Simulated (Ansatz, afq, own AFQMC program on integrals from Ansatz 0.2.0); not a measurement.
Two steps: Ansatz 0.2.0 writes the Fock matrix and Cholesky factors of the valence space, and afq projects on them the lowest state that overlaps trial and start.

```yaml
crystal:
  periodic: [false, false, false]
  atoms:
    - {symbol: B, position_ang: [0.000000, 0.000000, 0.000000]}
    - {symbol: B, position_ang: [0.000000, 0.000000, 1.640578]}
basis:
  gaussian: {orbitals: cc-pVDZ}
magnetization: {spin_polarized: false, initial_magnetization: 2}
correlation: {method: ccsd_t, electrons: outside_noble_gas, hamiltonian_folder: ham}
```

```sh
$ ansatz run in.yaml --threads 1 --pin off --events-out ev --progress --plain --max-ram 16896MiB --backend cuda --devices 0, --max-vram 18GiB
```

Options of the walk:

```
--method phaseless --trial cisd --walkers 4000 --populations 20 --least-time 60 --time-step 0.005 --steps-per-block 50 --equilibration-blocks 28 --max-blocks 4000 --target-error 0.00015 --factor-cut 1e-05 --start spin_pure --seed 6631 --release-times 0.24,0.51,0.99,1.62,2.4 --release-step 0.03 --release-every 3 --taylor-order 6
```

Times are imaginary, in 1/Eh. The walk had a cap of 122 s. With eight or more populations the least sampling time is a fifth of least-time, and the error comes from their spread.

Log:

```
orbitals 26  electrons 4 2  factors 184 of 266
reference energy -49.08420085 Eh
CCSD correlation -0.17278199 Eh in 12 cycles, weight of the determinant in the CISD state 0.8101
energy of the start -49.256994 Eh
 block  time / (1/Eh)  mean weight  energy / Eh
     1     0.250  0.9999  -49.256313
     2     0.500  1.0000  -49.257451
     3     0.750  0.9999  -49.259318
     4     1.000  0.9999  -49.261131
     5     1.250  0.9998  -49.262599
     8     2.000  1.0000  -49.267085
    13     3.250  0.9999  -49.269776
    31     7.750  1.0000  -49.273008
    49    12.250  1.0001  -49.271606
    61    15.250  0.9997  -49.267536
    67    16.750  1.0001  -49.269282
    85    21.250  1.0003  -49.269805
   103    25.750  1.0003  -49.270087
   121    30.250  1.0002  -49.270158
   139    34.750  1.0000  -49.269364
   157    39.250  1.0002  -49.268297
   175    43.750  0.9998  -49.269030
   193    48.250  0.9999  -49.270052
   211    52.750  1.0001  -49.270179
   229    57.250  0.9999  -49.269002
   247    61.750  0.9999  -49.270074
   265    66.250  0.9993  -49.270148
   271    67.750  1.0002  -49.269446
error from the spread of 20 populations
released: time / (1/Eh)  energy / Eh  error  mean overlap
  0.24  -49.270508  0.000234  0.9993
  0.51  -49.275773  0.004525  0.9988
  0.99  -49.274102  0.002144  0.9993
  1.62  -49.274403  0.001741  0.9989
  2.40  -49.273611  0.001418  0.9988
energy -49.269542 +/- 0.000116 Eh
(rows thinned)
```

The run passed its tests (sampling time, drift between the halves within three errors, error under three times the target), which doesn't prove that it has relaxed, ending at its cap on processor time.

Against this walk (error 3.2 meV) on the same determinant: CCSD(T) 43.1 meV lower, CCSDT(Q) 129.3 meV lower, CCSDTQ 135.9 meV lower, full CI 139.2 meV lower. The error is statistical and leaves out the bias of the constraint. The released energies are too noisy to show the bias of the constraint. Full CI is exact here, so the walk's 139 meV above it is the walk's own error: the bias of the constraint with this trial.

Cautions: constraint bias not in the error; a spin-contaminated unrestricted determinant lies lower (UHF 1.51 eV lower, ⟨S²⟩ 2.89); the search met a lower determinant of the same kind, perhaps of another symmetry (578 meV lower), and this one is a saddle point; strong correlation (T1 0.041, weight of the determinant 0.81, largest double 0.29); (T) is large, 8 % of the CCSD correlation.

The walk took 2 min on 1 × NVIDIA H100 80GB HBM3 with 2 threads of AMD EPYC 7R13 Processor (Zen 3), on a shared host (the card was shared). The log's last line is the phaseless energy.

CCSDT and higher add their correlation energy to the determinant of the CCSD(T) run, since their own runs factorise the integrals more tightly (a shift of under 2 meV). A walk keeps the symmetry of its determinant, which the program's search chose and which needn't be the lowest solution, so a lower state of the same spin and another symmetry isn't excluded.
